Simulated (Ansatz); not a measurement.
Basis-set extrapolation for BH4NO (`NBO`) (PBE0-D4/def2-TZVP geometry, frozen core, the Gaussian-basis code of Ansatz). Multiplicity 1, RHF reference.

```json
{"": "HF", "def2-TZVPP": "-156.490624", "def2-QZVPP": "-156.498585"}
{"": "MP2 correlation", "def2-TZVPP": "-0.559063", "def2-QZVPP": "-0.601112"}
{"": "CCSD(T) correlation", "def2-TZVPP": "-0.598532", "def2-QZVPP": "-0.637014"}
```

Energies in hartree. Use E(X) = E(∞) + A·exp(−7.88·√X) for Hartree–Fock and E(X) = E(∞) + B·X^(−2.97) for correlation, with X = 3 and 4.

Question: What is the CCSD(T) energy at the basis-set limit?

Answer: HF limit: -156.498585 + (-0.007961) × 0.13774 = -156.49968. Correlation limit: -0.637014 + (-0.038482) × 0.74074 = -0.66552. Total: -157.16520 hartree, 2.07 eV below CCSD(T)/def2-TZVPP.
